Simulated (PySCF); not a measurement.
Li2, SMILES [Li][Li].

The structure is a stationary point at B3LYP-D3(BJ)/def2-TZVPD.

These are CAM-B3LYP/def2-TZVPD run with PySCF values and carry that method's errors.

Gas-phase values at a fixed geometry.

Problem. Estimate the frontier levels, gap, dipole moment and polarisability. (An estimate is asked for; the answer gives what the named calculation found.)

Solution. 
```
Property                                                                                                           Value
---------------------------------------------------------------------------------------------  -------------------------
highest occupied level                                                                                          -4.61 eV
lowest empty level                                                                                              -0.67 eV
orbital gap                                                                                                      3.94 eV
dipole moment                                                                                                     0.00 D
quadrupole, principal values (traceless, Buckingham form, about the centre of nuclear charge)    -6.91, -6.91, 13.83 D·Å
mean static polarisability                                                                        187.1 bohr³ (27.72 Å³)
polarisability, principal values                                                               159.9, 159.9, 241.5 bohr³
```
